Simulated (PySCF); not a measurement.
Isomers of [C5H9O]+ (charge +1), one GFN2-xTB conformer each. Single-point energies are computed at PBE0/pcSseg-1 (PySCF, gas phase, no added dispersion term), electronic only.

**Question.** Rank them by PBE0/pcSseg-1 energy, lowest first (kcal/mol).
A. `[CH3:1][CH2:2][CH2:3][CH2:4][C:5]#[O+:6]` (charge +1) with C1–C2–C3–C4 -61°, C2–C3–C4–C5 -79°
B. `[CH2:1]=[CH:2][C+:3]([CH3:4])[O:5][CH3:6]` (charge +1) with C1–C2–C3–C4 0°, C2–C3–O5–C6 180°

**Answer.** A (0.0), B (0.5).

Neighbours under 5.0 kcal/mol apart (CCCCC#[O+] and C=C[C+](C)OC) can change places with a better method, another conformer or zero-point energy. GFN2-xTB itself gives, in the same order: 3.5, 0.0. GFN2-xTB puts C=C[C+](C)OC lowest instead.

**Question.** Which frontier levels and rotational constants go with these structures?

**Answer.** 
```tsv
SMILES	HOMO (eV, PBE0/pcSseg-1)	LUMO (eV)	A, B, C (MHz)
CCCCC#[O+]	-14.07	-7.65	7048, 1877, 1802
C=C[C+](C)OC	-13.62	-7.92	8208, 2271, 1819
```

**Question.** As an exercise, what shares would exp(−E/RT) give at 1000 K from these electronic energies alone (no entropy, no degeneracies)?

**Answer.** RT = 1.987 kcal/mol: CCCCC#[O+] 55.8 %, C=C[C+](C)OC 44.2 %.
